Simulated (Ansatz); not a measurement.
**H2SO (triplet): from Hartree-Fock to the top rungs at distance O1–H3 along a hydrogen transfer = 1.098 Å, cc-pVTZ**

One table from this session's results is given with a row withheld; the runs are named, their logs left out.

Method: cc-pVTZ, core rule «outside noble gas», up to 6 orbitals frozen; program: Ansatz 0.2.0, Gaussian basis.

To be run: UHF; CCSD(T) on ROHF; CCSD(T) on UHF; BCCD(T) on ROHF; CCSDT(Q) on ROHF; CCSDT(Q) on UHF; CASSCF and NEVPT2, 4 electrons in 4 orbitals; CASSCF and NEVPT2, 14 electrons in 10 orbitals.

## What is computed

The geometry derives from fragments relaxed apart (PBE0/def2-TZVP) and kept rigid, so it is no stationary point. A hydrogen atom is moved between rigid fragments.

4 atoms, charge 0, spin multiplicity 3.

Atoms are counted from 1 here; the program's logs count them from 0.

Bond lengths: O1–H2 0.960 Å, O1–H3 1.098 Å, H3–S4 1.564 Å. Angles: H2–O1–H3 105.1°, O1–H3–S4 180.0°.

Geometry (Å):

```xyz
4

O    -0.8777   -0.2316    0.0000
H    -1.1270    0.6949    0.0000
H     0.2203   -0.2316    0.0000
S     1.7843   -0.2316    0.0000
```

The first run:

in.yaml reads:

```yaml
crystal:
  periodic: [false, false, false]
  atoms:
    - {symbol: O, position_ang: [-0.877673, -0.231644, 0.000000]}
    - {symbol: H, position_ang: [-1.126982, 0.694932, 0.000000]}
    - {symbol: H, position_ang: [0.220327, -0.231644, 0.000000]}
    - {symbol: S, position_ang: [1.784327, -0.231644, 0.000000]}
basis:
  gaussian: {orbitals: cc-pVTZ}
magnetization: {spin_polarized: true, initial_magnetization: 2}
hamiltonian: {xc: hf}
output: {orbitals: {seedname: orbitals}}
```

On the command line:

```sh
$ ansatz run in.yaml --threads 1 --pin off --events-out ev --progress --plain --max-ram 4096MiB --backend cpu
```

Among the steps run: UHF; CCSD(T) on ROHF; CCSD(T) on UHF; BCCD(T) on ROHF; CCSDT(Q) on ROHF; CCSDT(Q) on UHF; CASSCF and NEVPT2, 4 electrons in 4 orbitals; CASSCF and NEVPT2, 14 electrons in 10 orbitals.

One table of the session follows, with a row left open; its other results are not shown here.

It belongs to the step «Misses and costs». 

| method | from UCCSDT(Q) (kcal/mol) |
| --- | --- |
| ROHF | +283.75 |
| UHF | +276.80 |
| RMP2 | +25.90 |
| UMP2 | +28.45 |
| RCCSD | +11.26 |
| UCCSD | ? |
| RCCSD(T) | +1.12 |
| UCCSD(T) | +1.18 |
| BCCD(T) | +1.12 |
| RCCSDT | +0.58 |
| UCCSDT | +0.54 |
| RCCSDT(Q) | +0.07 |
| UCCSDT(Q) | 0 |
| CASSCF pair | +266.22 |
| NEVPT2 pair | +27.70 |
| CASSCF valence | +242.96 |
| NEVPT2 valence | +44.48 |

**Question.** Estimate the row for UCCSD.

The run gave: from UCCSDT(Q) (kcal/mol): +10.98. In the column «from UCCSDT(Q) (kcal/mol)» it lies between UCCSD(T) (+1.18) and RCCSD (+11.26).

Limits of these values: Restricted and unrestricted rows rest on different reference determinants; where their highest levels disagree by more than a few hundredths of an eV, they describe different states and don't form one ladder.
